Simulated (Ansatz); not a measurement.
Geometry optimisation, Ansatz 0.2.0, RKS B3LYP-D4/def2-SVP.

Input file:

```yaml
crystal:
  periodic: [false, false, false]
  atoms:
    - { symbol: C, position_ang: [-0.1454, -1.0889, 1.7345] }
    - { symbol: "N", position_ang: [-0.9372, -0.3053, 0.976] }
    - { symbol: C, position_ang: [-0.6772, -0.5079, -0.4547] }
    - { symbol: F, position_ang: [-0.6239, -1.8349, -0.7062] }
    - { symbol: O, position_ang: [0.6312, -0.08, -0.9159] }
    - { symbol: C, position_ang: [1.65585, -0.5808, -0.03439] }
    - { symbol: H, position_ang: [-0.2769, -0.9945, 2.8216] }
    - { symbol: H, position_ang: [0.6076, -1.7271, 1.3307] }
    - { symbol: H, position_ang: [-1.4307, -0.0318, -1.0015] }
    - { symbol: H, position_ang: [2.60866, -0.24113, -0.42389] }
    - { symbol: H, position_ang: [1.65462, -1.69078, -0.03115] }
    - { symbol: H, position_ang: [1.51541, -0.20419, 0.95387] }
basis:
  gaussian: { orbitals: def2-SVP }
hamiltonian:
  xc: b3lyp
  dispersion: d4
relax:
  f_tol: 0.015
  max_steps: 40
```

Launched with:

```bash
$ ansatz run input.yaml --threads 2 --pin off --max-ram 3072MiB --backend cpu --events-out ev --progress --plain --runs-dir out
```

**Question.** Where does it end, and by what steps?

**Answer.** It converged. After 16 steps the energy has fallen by 1.348 eV; H8 moved furthest, 1.64 Å.

| step | energy less start (eV) | largest force component (eV/Å) | accepted |
| --- | --- | --- | --- |
| 0 | 0.0000 | 3.809 | yes |
| 1 | -0.7831 | 1.507 | yes |
| 2 | -1.0484 | 0.741 | yes |
| 3 | -1.1571 | 0.573 | yes |
| 4 | -1.1985 | 0.725 | yes |
| 5 | -1.2585 | 0.514 | yes |
| 6 | -1.2845 | 0.482 | yes |
| 7 | -1.3193 | 0.308 | yes |
| 8 | -1.3332 | 0.193 | yes |
| 9 | -1.3402 | 0.566 | yes |
| 10 | -1.3415 | 0.695 | yes |
| 11 | -1.3459 | 0.213 | yes |
| 12 | -1.3479 | 0.092 | yes |
| 13 | -1.3480 | 0.068 | yes |
| 14 | -1.3463 | 0.174 | no |
| 15 | -1.3481 | 0.099 | yes |
| 16 | -1.3485 | 0.014 | yes |

```xyz
12
Properties=species:S:1:pos:R:3
C -0.684 -1.228 1.970
N -0.421 -0.317 1.130
C -0.408 -0.613 -0.275
F -0.436 -1.990 -0.515
O 0.661 -0.057 -0.916
C 1.940 -0.360 -0.379
H -0.704 -0.972 3.039
H -0.896 -2.274 1.691
H -1.317 -0.190 -0.736
H 2.677 0.127 -1.031
H 2.126 -1.447 -0.374
H 2.045 0.033 0.647
```

Whether the end is a true minimum wasn't checked by a vibrational analysis.

Time of the run: 45 s on 2 threads of AMD EPYC 7R43 64-Core Processor (Zen 3), with other jobs on the host, peak memory 0.28 GiB.
